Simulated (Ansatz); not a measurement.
**BClHO radical: up Jacob's ladder to CCSD(T)**

One table from this session's results is given with a row withheld; the runs are named, their logs left out.

The runs use Ansatz 0.2.0, Gaussian basis; functionals in def2-TZVPP, the program's frozen cores in correlated methods.

The runs, in order: PBE-D4, r2SCAN-D4, PBE0-D4, B3LYP-D4, ωB97X-V, ωB97M-V, B2PLYP; CCSD(T)/def2-TZVPP; CCSD(T)/def2-QZVPP; extrapolation to the limit.

**The geometry**

An earlier PBE0-D4 in a triple-zeta def2 set relaxation fixed the geometry.

SMILES `O[B]Cl`, 4 atoms, charge 0, spin multiplicity 2.

Atoms are counted from 1 here; the program's logs count them from 0.

Bond lengths: O1–B2 1.334 Å, O1–H4 0.961 Å, B2–Cl3 1.740 Å. Angles: B2–O1–H4 113.5°, O1–B2–Cl3 122.2°.

Geometry (Å):

```xyz
4
BClHO
O    -0.61964   -0.44531   -0.29028
B     0.30635    0.45699    0.03990
Cl    1.57138    0.11128    1.18294
H    -1.25808   -0.12297   -0.93256
```

Set-up of the first run:

Contents of in.yaml:

```yaml
crystal:
  periodic: [false, false, false]
  atoms:
    - {symbol: O, position_ang: [-0.619643, -0.445311, -0.290276]}
    - {symbol: B, position_ang: [0.306352, 0.456991, 0.039900]}
    - {symbol: Cl, position_ang: [1.571379, 0.111284, 1.182936]}
    - {symbol: H, position_ang: [-1.258079, -0.122974, -0.932560]}
basis:
  gaussian: {orbitals: def2-TZVPP}
magnetization: {spin_polarized: true, initial_magnetization: 1}
hamiltonian: {xc: pbe, dispersion: d4}
output: {forces: true, orbitals: {seedname: orbitals}}
```

Command:

```sh
ansatz run in.yaml --threads 2 --pin off --events-out ev --progress --plain --max-ram 20480MiB --backend cpu
```

Among the steps run: PBE-D4 (GGA); r2SCAN-D4 (meta-GGA); PBE0-D4 (hybrid); B3LYP-D4 (hybrid); ωB97X-V (range-separated); ωB97M-V (range-separated); B2PLYP (double hybrid); CCSD(T) in def2-TZVPP; CCSD(T) in def2-QZVPP.

One table of the session follows, with a row left open; its other results are not shown here.

| method | atomisation energy (kJ/mol) |
| --- | --- |
| PBE-D4 | 1491.1 |
| r2SCAN-D4 | 1466.2 |
| PBE0-D4 | 1445.5 |
| B3LYP-D4 | 1425.6 |
| ωB97X-V | 1424.8 |
| ωB97M-V | 1434.2 |
| B2PLYP | 1417.7 |
| HF/def2-TZVPP | 1040.6 |
| MP2/def2-TZVPP | 1450.1 |
| CCSD/def2-TZVPP | ? |
| CCSD(T)/def2-TZVPP | 1378.3 |
| MP2/CBS | 1491.8 |
| CCSD(T)/CBS | 1421.2 |

Q: Estimate the row for CCSD/def2-TZVPP from the others.

The run gave: atomisation energy (kJ/mol): 1348.6. In the column «atomisation energy (kJ/mol)» it lies between HF/def2-TZVPP (1040.6) and CCSD(T)/def2-TZVPP (1378.3).
